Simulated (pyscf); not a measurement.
PySCF, gas phase, ωB97X-D3(BJ)/def2-SVP geometries. Correlated levels are frozen-core, on RHF or UHF. ΔMP2 is the change of the MP2 total energy from the triple- to the quadruple-zeta basis.

SMILES: C#C
```xyz
4

C      0.3147     0.4386    -0.5023
C     -0.0123    -0.5182    -1.1622
H      0.6063     1.2918     0.0861
H     -0.3038    -1.3714    -1.7506
```
Charge 0, spin multiplicity 1.

Task: How much does it cost (ΔH, 298 K, CCSD(T)/def2-TZVPP + ΔMP2(QZVPP)) to split HC≡CH (SMILES C#C) at its C–H bond into •C≡CH + H•?

Result: C–H to •C≡CH + H•: 559.9 kJ/mol. The radicals are drawn with the spin at the cut bond; how far it spreads was not checked. The CCSD(T) − MP2 part came from Ansatz, without density fitting, on the same reference. An open-shell T1 diagnostic exceeds 0.045. A UHF reference is spin-contaminated (<S²> up to 1.15), which harms MP2 most. C₂H has a Π state close over its Σ ground state, and the state reached was not checked.
